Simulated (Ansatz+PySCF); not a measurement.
**doublet C₂H₂N: levels of theory in one basis**

```yaml
atoms:
  - { symbol: C, position_ang: [0.0000, 0.0000, -0.8006] }
  - { symbol: N, position_ang: [0.0000, 0.0000, -2.0192] }
  - { symbol: C, position_ang: [0.0000, 0.0000, 0.5777] }
  - { symbol: H, position_ang: [0.0000, -0.9352, 1.1210] }
  - { symbol: H, position_ang: [0.0000, 0.9352, 1.1210] }
```

Basis set: cc-pVTZ (spherical functions). Frozen core: 3 orbitals. Correlation on ROHF uses semicanonical orbitals with singles. Charge 0, multiplicity 2.

Computed with Ansatz (development build ahead of 0.2.0) and PySCF 2.14.0; each method stands on the lowest determinant of its kind that the runs found.

```
  method  E − E(ROHF) (eV)  <S²> of the determinant
    ROHF              0.00                     0.75
     UHF             -0.61                     1.07
ROHF-MP2            -13.64                        –
 UHF-MP2            -12.85                     1.07
```

Task: What does ROHF-CCSD(T) give on the same scale?

Result: -14.64 eV.

Caution for ROHF, ROHF-MP2, ROHF-CCSD(T): an unrestricted determinant lies well below. Caution for UHF, UHF-MP2: the unrestricted determinant is spin contaminated. Caution for ROHF-MP2, UHF-MP2: forces differ strongly between restricted and unrestricted references.
